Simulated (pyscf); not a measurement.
Structures and frequencies: ωB97X-D3(BJ)/def2-SVP in PySCF.

Q: PBE/def2-TZVP puts the barrier of `[NH2][W]([OH])([OH])([F])([F])[F]` -> `[O]=[W]([OH])([F])([F])[F]` + `[NH3]` (elimination; singlet surface; H–O, N–W broken, H–N formed) at 0.92 eV and the reaction energy at -0.04 eV, from the reactant's lowest minimum found. What do r²SCAN/def2-TZVP, M06-2X/def2-TZVP, ωB97M-D3(BJ)/def2-TZVP give on the same structures?

A: r²SCAN: ΔE‡ = 1.03 eV, ΔE = +0.12 eV; M06-2X: ΔE‡ = 1.12 eV, ΔE = +0.09 eV; ωB97M-D3(BJ): ΔE‡ = 1.07 eV, ΔE = -0.02 eV. PBE's barrier lies under all of them, by 0.11 to 0.20 eV. Its reaction energy lies under all of them, by 0.02 to 0.16 eV. On the reactant side the descent ends in a point that may be a rotor saddle (no frequency run), 0.15 eV over the lowest minimum found and 0.93 eV under the saddle at ωB97X-D3(BJ)/def2-TZVP. On the product side the descent ends in an adduct with a N–W contact (not fully relaxed), 1.03 eV under the separated species and 2.01 eV under the saddle at ωB97X-D3(BJ)/def2-TZVP. What is counted as broken (N–W) persists as a longer contact in the product adduct; parting that adduct is a step of its own. One saddle was located; it need not be the lowest between these sides. Elements past Kr carry the def2 core potentials, without spin-orbit coupling.
